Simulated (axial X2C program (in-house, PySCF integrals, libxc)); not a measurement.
Correcting the dissociation energy of NaF for spin–orbit coupling

A spin-free CCSD(T) curve (one-electron X2C) was computed with an in-house all-electron X2C program for linear molecules (integrals from PySCF), basis Na dyall-cv3z [9s8p5d2f], F dyall-av3z [7s6p3d2f] (cores contracted in-house), for the state M_S = 0, Λ = 0 (closed shell). It gives D0 = 4.860 eV to Na + F, which in a spin-free picture are the weighted means of the ground terms.

Correlated methods: 8 electrons correlated (number of frozen shells: Na 2 s, 1 p; F 1 s), 218 virtual spin orbitals or spinors in MP2, 82 natural virtuals in coupled cluster.

Measured levels of the ground terms (NIST Handbook of Basic Atomic Spectroscopic Data), in cm⁻¹: Na 2S: J = 1/2 at 0; F 2P: J = 3/2 at 0, J = 1/2 at 404.1.

The molecular state has Λ = 0, so it has no first-order lowering.

Q: How far does each ground level lie under the (2J+1)-weighted mean of its term?

A: Na: a single level, 0; F: (4 × 0 + 2 × 404.1)/6 = 135 cm⁻¹.

Q: Correct D0.

A: D0 = 4.860 + (0 − 135)/8065.5 = 4.843 eV at CCSD(T) with these spin–orbit terms. The direct two-component run gives 4.843 eV; the difference holds second-order terms in the molecule, scalar two-electron terms, the gap between measured and computed atomic splittings (a 2c atom can miss part of its lowering) and, in coupled cluster, the truncation of each run.

Second-order spin–orbit effects in the molecule, which grow quickly with Z, are left out. The state is a single determinant with fixed occupations, the lowest that a limited PBE0 search found. De is counted from the lowest determinant-based energies of the atoms at the same level, without counterpoise correction. Coupled cluster ran in a truncated set of natural virtual spinors; the MP2 energy of the rest was added. (T) has no such correction and the atoms are truncated less, which lowers De at CCSD(T) by a hundredth of an eV or more.
